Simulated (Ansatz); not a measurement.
AlH4NSi, SMILES `[NH]1[AlH][SiH2]1`. Charge 0, multiplicity 1. The geometry is a stationary point of PBE0-D4/def2-TZVP.

```xyz
7

N     0.587   -0.671   -0.028
Al    0.938    0.984    0.506
Si   -1.014    0.033   -0.253
H     0.915   -1.610   -0.194
H     2.205    1.758    1.042
H    -2.106   -0.547    0.583
H    -1.526    0.053   -1.656
```

Task: What is the dipole moment at PBE/def2-TZVPP? (An estimate is asked.)

Result: Ansatz gave: 1.18 D, with components (1.13, -0.19, 0.24) D in this frame, pointing from negative to positive charge.

Task: And with r2SCAN, B3LYP, ωB97M-V? (An estimate is asked.)

Result: The calculation gave: r2SCAN 1.20 D, B3LYP 1.12 D, ωB97M-V 1.17 D.

Task: Give the Mulliken charges with PBE, ωB97M-V, r2SCAN in def2-TZVPP. (Estimate.)

Result: The calculation gave: 
```csv
atom,PBE,ωB97M-V,r2SCAN
N1,-0.31,-0.37,-0.44
Al2,0.26,0.28,0.39
Si3,0.16,0.19,0.26
H4,0.12,0.08,0.12
H5,-0.08,-0.07,-0.12
H6,-0.08,-0.05,-0.10
H7,-0.08,-0.05,-0.10
```

B3LYP here is the variant with VWN-RPA as its local correlation; programs differ in this.
